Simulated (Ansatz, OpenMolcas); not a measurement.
# How basis sets differ on BHF2 (SMILES FBF)

BHF2, singlet, SMILES `FBF`. Each level relaxes the structure for itself.

Each level gives the zero-point energy at each level's own minimum (kJ/mol). The values are calculated.

```
                          level          kind     program  value (kJ/mol)
                      HF/STO-3G  Hartree–Fock      Ansatz            55.5
                       HF/3-21G  Hartree–Fock      Ansatz            51.9
HF/6-31G* (Cartesian functions)  Hartree–Fock  OpenMolcas            50.4
                        HF/pc-1  Hartree–Fock  OpenMolcas            50.0
                     HF/cc-pVTZ  Hartree–Fock  OpenMolcas            49.8
```

Harmonic and unscaled. The values span 49.8 to 55.5 kJ/mol. Without the sets that lack polarisation functions the rows with a basis span only 49.8 to 50.4 kJ/mol.
